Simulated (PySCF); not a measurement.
Molecule: `InChI=1S/C2F2/c3-1-2-4`.

Bonds (- single, = double, # triple, : aromatic): F1-C2 1.279 Å, C2#C3 1.196 Å, C3-F4 1.279 Å.

Spin–spin couplings on one PBE0-D3(BJ)/def2-SVP geometry, PySCF, gas phase, non-relativistic, equivalent pairs averaged; isotopes $^{19}$F, $^{13}$C; basis pcJ-1.

Reference values (Hz): $^{3}J$(F1,F4) = 2.1 (measured; Jessen and Sauer, arXiv:2312.00705; CC3 and CCSD from Faber, Sauer, Gauss 2017); $^{1}J$(C2,F1) = -287.3 (measured; Jessen and Sauer, arXiv:2312.00705; CC3 and CCSD from Faber, Sauer, Gauss 2017); $^{2}J$(C3,F1) = 28.7 (measured; Jessen and Sauer, arXiv:2312.00705; CC3 and CCSD from Faber, Sauer, Gauss 2017).

Q: How do the couplings (Hz) change with the functional? Times are CPU seconds on shared hosts with different chips, so compare them loosely; the GGAs took longer than the global hybrids here, which isn't the general rule, and the cause wasn't traced.

A: 
| functional | functions | $^{3}J$(F1,F4) | $^{1}J$(C2,F1) | $^{2}J$(C3,F1) | mean abs. error | core-s |
| --- | --- | --- | --- | --- | --- | --- |
| HF | 108 | 224.1 | -383.0 | 243.4 | 177.5 | 2.7 |
| LDA | 108 | 44.4 | -379.8 | 35.6 | 47.2 | 4.3 |
| PBE | 108 | 23.7 | -404.2 | 41.8 | 50.5 | 6.9 |
| KT2 | 108 | -26.1 | -457.5 | 21.6 | 67.1 | 7.2 |
| B3LYP | 108 | 43.7 | -377.7 | 54.3 | 52.6 | 2.4 |
| PBE0 | 108 | 36.6 | -381.7 | 56.6 | 52.3 | 6.7 |
| B97-2 | 108 | 14.7 | -362.9 | 47.7 | 35.7 | 6.7 |
| BHandHLYP | 108 | 70.0 | -348.0 | 83.8 | 61.2 | 2.3 |
| CAM-B3LYP | 108 | 58.0 | -371.3 | 58.4 | 56.6 | 2.8 |

Errors compare magnitudes, without vibrational corrections, and the largest couplings weigh most in the mean. Closest: B97-2; furthest: HF.
